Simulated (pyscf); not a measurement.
## Concerted two-bond exchange: HAs=AsH → HAs=AsH

Gas phase, singlet surface, charge 0. Bonds broken: As1–H3, As2–H4. Bonds formed: As1–H4, As2–H3. Single points on ωB97X-D3(BJ)/def2-SVP structures (PySCF, gas phase). Correlated levels are frozen-core, on RHF or UHF. ΔMP2 is the change of the MP2 total energy from the triple- to the quadruple-zeta basis.

Transition state (Å):

```xyz
4

As     0.8142    -0.2944    -0.0781
As    -0.5050     0.2071    -1.5900
H      0.2671     1.7540    -0.3358
H      0.0420    -1.8421    -1.3319
```

One imaginary mode, 2971i cm⁻¹; descent along it reached the two sides named.

```
bond    change  reactant side (Å)  saddle  product side
------  ------  -----------------  ------  ------------
As1–H3  breaks              1.526   2.136           2.7
As2–H4  breaks              1.526   2.137           2.7
As1–H4   forms                2.8   2.136         1.526
As2–H3   forms                2.8   2.136         1.526
```

Electronic energies relative to the reactant's lowest minimum found (kcal/mol):

```
level                             barrier  reaction energy  reverse barrier
--------------------------------  -------  ---------------  ---------------
ωB97X-D3(BJ)/def2-TZVP              101.0              0.0            101.0
PBE/def2-TZVP                        91.2              0.0             91.2
r²SCAN/def2-TZVP                     98.5              0.0             98.5
B3LYP-D3(BJ)/def2-TZVP               95.5              0.0             95.5
PBE0-D3(BJ)/def2-TZVP                97.8              0.0             97.8
M06-2X/def2-TZVP                     99.7              0.0             99.7
ωB97M-D3(BJ)/def2-TZVP               98.3              0.0             98.3
HF/def2-TZVP                        110.3              0.0            110.3
MP2/def2-QZVPP                      102.1              0.0            102.1
CCSD/def2-TZVPP                     102.0              0.0            102.0
CCSD(T)/def2-TZVPP                   98.6              0.0             98.6
CCSD(T)/def2-TZVPP + ΔMP2(QZVPP)     97.6              0.0             97.6
```

With CCSD(T)/def2-TZVPP + ΔMP2(QZVPP) energies and thermal terms (ideal gas, 1 atm, RRHO with modes under 100 cm⁻¹ raised to 100, one conformer, R ln 2 for rigid chiral ones), in kcal/mol:

```
T (K)   ΔH‡   ΔG‡   ΔH   ΔG
-----  ----  ----  ---  ---
298    93.4  93.7  0.0  0.0
600    93.4  94.1  0.0  0.0
900    93.4  94.4  0.0  0.0
1200   93.2  94.8  0.0  0.0
```

The same reactants have a lower exit, to As≡As + H₂ (barrier +60.6 kcal/mol at ωB97M-D3(BJ), against +98.3 kcal/mol here). This is the saddle that the search found; another between the same sides may lie lower. The CCSD(T) − MP2 part came from Ansatz, without density fitting, on the same reference. The frozen core leaves the outer d or s,p core shells of the metals and heavy elements correlated in the MP2 and CC values, and def2-TZVPP describes them poorly, which can shift differences by a few kcal/mol. Elements up to Kr have no core potential and no relativistic terms here.
